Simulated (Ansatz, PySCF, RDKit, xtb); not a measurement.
# SiH3F: from the formula to a structure, part 2 of 2

Only the formula SiH3F is given. Aim: find the structure of lowest free energy at 298.15 K, then its properties.

xtb, Ansatz and PySCF; isolated molecules. The steps go on from the part before.

## Step 13: Electronic excitations (TD-B3LYP/def2-SVPD)

An in-house driver calls PySCF's response routines at TD-B3LYP/def2-SVPD; it has no typed input.

Output:

```text
coarse grid: 4576 points
cycle   1  E = -390.9542801008  dE = -1.082e-01  |g| = 4.933e-01  |ddm| = 2.103e+00
cycle   2  E = -390.8634895646  dE =  9.079e-02  |g| = 9.018e-01  |ddm| = 1.035e+00
cycle   3  E = -390.9967739110  dE = -1.333e-01  |g| = 2.854e-02  |ddm| = 6.322e-01
cycle   4  E = -390.9969650209  dE = -1.911e-04  |g| = 8.663e-03  |ddm| = 6.884e-02
cycle   5  E = -390.9969851564  dE = -2.014e-05  |g| = 6.913e-04  |ddm| = 1.272e-02
cycle   6  E = -390.9969853111  dE = -1.547e-07  |g| = 8.771e-05  |ddm| = 1.332e-03
final grid: 39648 points
cycle   7  E = -391.0435384001  dE = -2.672e-06  |g| = 9.625e-04  |ddm| = 9.131e-03
cycle   8  E = -391.0435381892  dE =  2.109e-07  |g| = 1.510e-03  |ddm| = 1.612e-03
cycle   9  E = -391.0435385550  dE = -3.658e-07  |g| = 6.771e-05  |ddm| = 1.020e-03
cycle  10  E = -391.0435385560  dE = -1.035e-09  |g| = 1.811e-05  |ddm| = 1.104e-04
cycle  11  E = -391.0435385561  dE = -9.049e-11  |g| = 1.896e-06  |ddm| = 3.251e-05
converged SCF energy = -391.0435385561

Static polarisability (au): isotropic 28.809, principal 27.446 29.490 29.491

Singlet excitations
state   eV       nm        f      main configurations
  1   7.9177    156.6   0.00472   H-1->L 0.97
  2   7.9177    156.6   0.00472   H->L 0.97
  3   9.1310    135.8   0.10929   H->L+1 0.63, H-1->L+1 0.36
  4   9.1311    135.8   0.10931   H-1->L+1 0.63, H->L+1 0.36
  5   9.3528    132.6   0.00000   H-1->L+2 0.31, H->L+3 0.31, H-1->L+3 0.19
  6   9.8012    126.5   0.00948   H->L+2 0.30, H-1->L+3 0.30, H->L+3 0.19
  7   9.9917    124.1   0.18983   H-1->L+3 0.22, H->L+2 0.22, H-1->L+2 0.21
  8   9.9918    124.1   0.18984   H->L+3 0.22, H-1->L+2 0.22, H-1->L+3 0.21

Triplet excitations (Tamm-Dancoff, eV): 7.4181 7.4182 8.5411
```

It took 2.3 s on 1 thread of Arm Neoverse V2, shared host.

The roots found:

| excited state | energy (eV) | strength |
| --- | --- | --- |
| 1 | 7.918 | 0.0047 |
| 2 | 7.918 | 0.0047 |
| 3 | 9.131 | 0.1093 |
| 4 | 9.131 | 0.1093 |
| 5 | 9.353 | 0.0000 |
| 6 | 9.801 | 0.0095 |
| 7 | 9.992 | 0.1898 |
| 8 | 9.992 | 0.1898 |

## Step 14: NMR shieldings (GIAO PBE0/pcSseg-1)

An in-house driver calls PySCF's response routines at GIAO PBE0/pcSseg-1; it has no typed input.

Output:

```text
coarse grid: 4576 points
cycle   1  E = -390.8793370356  dE = -1.112e-01  |g| = 5.146e-01  |ddm| = 1.813e+00
cycle   2  E = -390.8190942328  dE =  6.024e-02  |g| = 8.284e-01  |ddm| = 8.485e-01
cycle   3  E = -390.9217008846  dE = -1.026e-01  |g| = 2.274e-02  |ddm| = 5.263e-01
cycle   4  E = -390.9217817910  dE = -8.091e-05  |g| = 7.986e-03  |ddm| = 2.892e-02
cycle   5  E = -390.9217918395  dE = -1.005e-05  |g| = 6.589e-04  |ddm| = 7.947e-03
cycle   6  E = -390.9217919358  dE = -9.633e-08  |g| = 1.017e-04  |ddm| = 8.355e-04
final grid: 39648 points
cycle   7  E = -390.9379573953  dE = -7.016e-06  |g| = 1.048e-03  |ddm| = 4.583e-03
cycle   8  E = -390.9379573560  dE =  3.933e-08  |g| = 1.038e-03  |ddm| = 8.685e-04
cycle   9  E = -390.9379574936  dE = -1.376e-07  |g| = 2.619e-04  |ddm| = 6.722e-04
cycle  10  E = -390.9379575027  dE = -9.093e-09  |g| = 1.708e-05  |ddm| = 1.314e-04
cycle  11  E = -390.9379575027  dE = -3.240e-11  |g| = 3.163e-06  |ddm| = 1.597e-05
converged SCF energy = -390.9379575027

GIAO shielding tensors (ppm)
atom      isotropic    diamagn.    paramagn.     s11        s22        s33       span
  0 F      420.402     469.439     -49.037    397.689    431.756    431.760     34.071
  1 Si     361.483     876.273    -514.789    315.711    315.711    453.028    137.317
  2 H       26.154      27.655      -1.501     23.478     24.687     30.297      6.819
  3 H       26.154      28.321      -2.167     23.478     24.687     30.297      6.819
  4 H       26.154      28.455      -2.301     23.478     24.687     30.297      6.819
```

Run time: 1.8 s. Hardware: 1 thread of Arm Neoverse V2, shared host.

Isotropic shieldings, averaged over atoms that the bond graph makes equivalent (absolute, not shifts):

| atoms | shielding (ppm) |
| --- | --- |
| F1 | 420.4 |
| Si2 | 361.5 |
| H3, H4, H5 | 26.15 |

## Step 15: The cation at the same geometry (PBE0/def2-TZVPD)

Contents of input.yaml:

```yaml
crystal:
  periodic: [false, false, false]
  atoms:
    - {symbol: F, position_ang: [-0.169370, 0.803249, 1.585250]}
    - {symbol: Si, position_ang: [0.771793, 0.011314, 0.513153]}
    - {symbol: H, position_ang: [2.178428, 0.069725, 0.992600]}
    - {symbol: H, position_ang: [0.305108, -1.398516, 0.432609]}
    - {symbol: H, position_ang: [0.641689, 0.681309, -0.808242]}
basis:
  gaussian:
    orbitals: def2-TZVPD
magnetization:
  spin_polarized: true
  initial_magnetization: 1
total_charge: 1
hamiltonian:
  xc: {name: PBE0}
```

Command:

```bash
$ ansatz run input.yaml --threads 1 --pin off --max-ram 2610MiB --events-out events.jsonl --progress --plain --runs-dir runs
```

Output:

```text
Warning: RAYON_NUM_THREADS=1 ignored (pool sized by the plan → 1); use --threads N
Functional definition: PBE0
  name "PBE0"
  parameter a = 0.25
  parameter kappa = 0.804
  parameter beta = 0.06672455060314922
  exchange = (1 - a)*pbe_x(kappa = kappa, mu = beta*pi^2/3) + a*exact_x
  correlation = pbe_c(beta = beta)
646 factors; their error is unknown
mean field evaluation 1: about -10617.1334 eV, gradient 6.0e1 eV
mean field evaluation 2: about -10538.6642 eV, gradient 1.5e2 eV
mean field evaluation 4: about -10627.5139 eV, gradient 6.4e0 eV
mean field evaluation 8: about -10627.6574 eV, gradient 1.6e-1 eV
mean field evaluation 16: about -10627.6694 eV, gradient 1.3e-4 eV
mean field evaluation 32: about -10627.6581 eV, gradient 2.2e-1 eV
mean field -10627.66940282 eV, -390.5596468604 hartree, gradient 2.8e-6 eV, S^2 0.759728; 1 other end points of the search recorded, 0 dependent functions left out
reference -10627.66943177 eV, -390.5596479243 hartree; 13, 12 occupied and 97, 98 virtual orbitals, 646 factors
Total energy: -10627.66943177 eV, -390.5596479243 hartree
```

Wall time 8.7 s (1 thread of Arm Neoverse V2, shared host).

Difference from the parent: 12.49 eV.

## Step 16: The anion at the same geometry (PBE0/def2-TZVPD)

Changes to input.yaml since step 15:

```diff
@@ -11,2 +11,4 @@
     orbitals: def2-TZVPD
+scf:
+  lower_state_search: off
 magnetization:
@@ -14,4 +16,4 @@
   initial_magnetization: 1
-total_charge: 1
 hamiltonian:
   xc: {name: PBE0}
+total_charge: -1
```

Command:

```bash
$ ansatz run input.yaml --threads 1 --pin off --max-ram 2610MiB --events-out events.jsonl --progress --plain --runs-dir runs
```

Output, cut to the lines that bear on the results:

```text
Warning: RAYON_NUM_THREADS=1 ignored (pool sized by the plan → 1); use --threads N
Functional definition: PBE0
  name "PBE0"
[...]
646 factors; their error is unknown
[...]
mean field -10639.00129036 eV, -390.9760860466 hartree, gradient 5.3e-6 eV, S^2 0.751665; 0 other end points of the search recorded, 0 dependent functions left out
reference -10639.00132645 eV, -390.9760873731 hartree; 14, 13 occupied and 96, 97 virtual orbitals, 646 factors
Total energy: -10639.00132645 eV, -390.9760873731 hartree
Checks for a lower state left out: stability, starts, cluster_reference, orbital_swaps, neighbouring_geometries, increment
```

It took 2 s on 1 thread of Arm Neoverse V2, shared host.

Parent less the species with the added electron: -1.16 eV. The extra electron isn't bound at this geometry, so the number measures the basis, not the molecule.

## Step 17: The triplet at the same geometry (PBE0/def2-TZVPD)

Changes to input.yaml since step 16:

```diff
@@ -9,11 +9,4 @@
 basis:
-  gaussian:
-    orbitals: def2-TZVPD
-scf:
-  lower_state_search: off
-magnetization:
-  spin_polarized: true
-  initial_magnetization: 1
-hamiltonian:
-  xc: {name: PBE0}
-total_charge: -1
+  gaussian: {orbitals: def2-TZVPD}
+magnetization: {spin_polarized: true, initial_magnetization: 2}
+hamiltonian: {xc: pbe0}
```

Command:

```bash
$ ansatz run input.yaml --threads 1 --pin off --max-ram 2610MiB --events-out events.jsonl --progress --plain --runs-dir runs
```

Output:

```text
Warning: RAYON_NUM_THREADS=1 ignored (pool sized by the plan → 1); use --threads N
Functional definition: PBE0
  name "PBE0"
  parameter a = 0.25
  parameter kappa = 0.804
  parameter beta = 0.06672455060314922
  exchange = (1 - a)*pbe_x(kappa = kappa, mu = beta*pi^2/3) + a*exact_x
  correlation = pbe_c(beta = beta)
646 factors; their error is unknown
mean field evaluation 1: about -10631.3061 eV, gradient 2.0e1 eV
mean field evaluation 2: about -10623.8835 eV, gradient 5.0e1 eV
mean field evaluation 4: about -10632.7711 eV, gradient 1.5e0 eV
mean field evaluation 8: about -10632.7977 eV, gradient 7.7e-2 eV
mean field evaluation 16: about -10632.8108 eV, gradient 4.2e-4 eV
mean field evaluation 32: about -10632.8108 eV, gradient 9.6e-6 eV
mean field -10632.81078669 eV, -390.7485892330 hartree, gradient 6.6e-6 eV, S^2 2.005454; 3 other end points of the search recorded, 0 dependent functions left out
reference -10632.81082530 eV, -390.7485906517 hartree; 14, 12 occupied and 96, 98 virtual orbitals, 646 factors
Total energy: -10632.81082530 eV, -390.7485906517 hartree
```

Run time: 9.6 s. Hardware: 1 thread of Arm Neoverse V2, shared host.

It lies 7.35 eV above the singlet.

## Step 18: Stability of the closed-shell solution (PBE0/def2-SVP)

Contents of input.xyz:

```xyz
5
FH3Si
F     -0.169370     0.803249     1.585250
Si     0.771793     0.011314     0.513153
H      2.178428     0.069725     0.992600
H      0.305108    -1.398516     0.432609
H      0.641689     0.681309    -0.808242
```

Contents of input.py:

```python
from pyscf import gto, dft

mol = gto.M(
    atom='input.xyz',
    verbose=3,
    max_memory=1860,
    spin=0,
    basis='def2-svp',
)

ks = dft.RKS(mol, xc='pbe0')
ks = ks.density_fit(auxbasis='def2-universal-jkfit')
ks.max_cycle = 100
ks.grids.level = 3
ks.kernel()
if not ks.converged:
    ks = ks.newton().run(ks.mo_coeff, ks.mo_occ)

e_final = ks.e_tot
print('Final energy', e_final)
mo_i, mo_e, stable_i, stable_e = ks.stability(internal=True, external=True, return_status=True)
print('stable: internal', stable_i, 'external', stable_e)
```

Command:

```bash
$ OMP_NUM_THREADS=1 python input.py
```

Output:

```text
converged SCF energy = -390.782155339762
Final energy -390.7821553397624
<class 'pyscf.df.df_jk.DFRKS'> wavefunction is stable in the internal stability analysis
<class 'pyscf.df.df_jk.DFRKS'> wavefunction is stable in the real -> complex stability analysis
<class 'pyscf.df.df_jk.DFRKS'> wavefunction is stable in the RHF/RKS -> UHF/UKS stability analysis
stable: internal True external True
```

It took 12 s on 1 thread of Arm Neoverse V2, shared host.

## Step 19: Outcome

What follows sums up all 2 parts.

| quantity | value |
| --- | --- |
| lowest structure found | F[SiH3], singlet, C3v |
| funnel | 11 starts, 4 minima at GFN2-xTB, 3 screening runs, 2 relaxed, 1 ranked |
| CPU time of all runs | 2.2 min |
| harmonic wavenumbers, lowest and highest (PBE0-D3(BJ)/pcseg-1) | 716 and 2290 cm⁻¹ |
| rotational constants, same geometry | 2.797, 0.4582 cm⁻¹ |
| dipole moment (PBE0/def2-TZVPD) | 1.44 D |
| HOMO energy (PBE0/def2-TZVPD) | -9.83 eV |
| LUMO energy (PBE0/def2-TZVPD) | -0.39 eV |
| HOMO–LUMO gap (PBE0/def2-TZVPD) | 9.44 eV |
| lowest excitation (TD-B3LYP/def2-SVPD) | 7.92 eV (f = 0.005) |
| lowest triplet excitation, same level, Tamm-Dancoff | 7.42 eV |
| vertical ionisation energy | 12.49 eV |
| vertical electron affinity | -1.16 eV (unbound: the value depends on the basis) |
| vertical triplet less singlet | +7.35 eV |

In words: The lowest structure found is `F[SiH3]`. Only this structure reached the final ranking, so no rival was compared at the last level. The largest share of the time went into recheck (33 %). The search is not exhaustive (a finite list of starts, one conformer a finalist), so a lower isomer can't be ruled out.
